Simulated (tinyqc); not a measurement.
Worked calculation: Pariser-Parr-Pople SCF with singles CI, for the molecule [CH2+]C=CF (SMILES; centres numbered as the heavy atoms are written). One step of it, computed by the program tinyqc.

Problem. Iteration 2: Fock matrix. F_rr = H_rr + P_rr gamma_rr / 2 + sum_(s != r) P_ss gamma_rs; F_rs = H_rs - P_rs gamma_rs / 2; E = tr P (H + F) / 2 + core repulsion sum_(r<s) z_r z_s gamma_rs.

P after iteration 1, order 1C, 2C, 3C, 4F:
```
[[0.475705, 0.685420, 0.471593, -0.181425],
 [0.685420, 0.997721, 0.717413, -0.124550],
 [0.471593, 0.717413, 0.609385, 0.332172],
 [-0.181425, -0.124550, 0.332172, 1.917188]]
```

core matrix H (eV), order 1C, 2C, 3C, 4F:
```
[[-27.326430, -2.390000, 0.000000, 0.000000],
 [-2.390000, -31.203794, -2.390000, 0.000000],
 [0.000000, -2.390000, -33.640040, -1.990000],
 [0.000000, 0.000000, -1.990000, -55.612122]]
```

repulsion gamma_rs (eV), order 1C, 2C, 3C, 4F:
```
[[10.960000, 5.304737, 3.851486, 3.135104],
 [5.304737, 10.960000, 5.306788, 4.346135],
 [3.851486, 5.306788, 10.960000, 6.290883],
 [3.135104, 4.346135, 6.290883, 21.460000]]
```

Centres (angstrom, eV; a flat drawing with bonds scaled to 1.40 angstrom):
```
centre          x          y  core charge z          W   gamma_rr
1C      -1.848000  -0.127000              1  11.900000  10.960000
2C      -0.559000   0.421000              1  11.900000  10.960000
3C       0.559000  -0.421000              1  11.900000  10.960000
4F       1.848000   0.127000              2  41.840000  21.460000
```

Give: F; pi energy.

Solution.

F (eV), order 1C, 2C, 3C, 4F:
```
[[-11.069, -4.208, -0.908, 0.284],
 [-4.208, -11.647, -4.294, 0.271],
 [-0.908, -4.294, -11.113, -3.035],
 [0.284, 0.271, -3.035, -25.380]]
```

pi energy = -91.276 eV
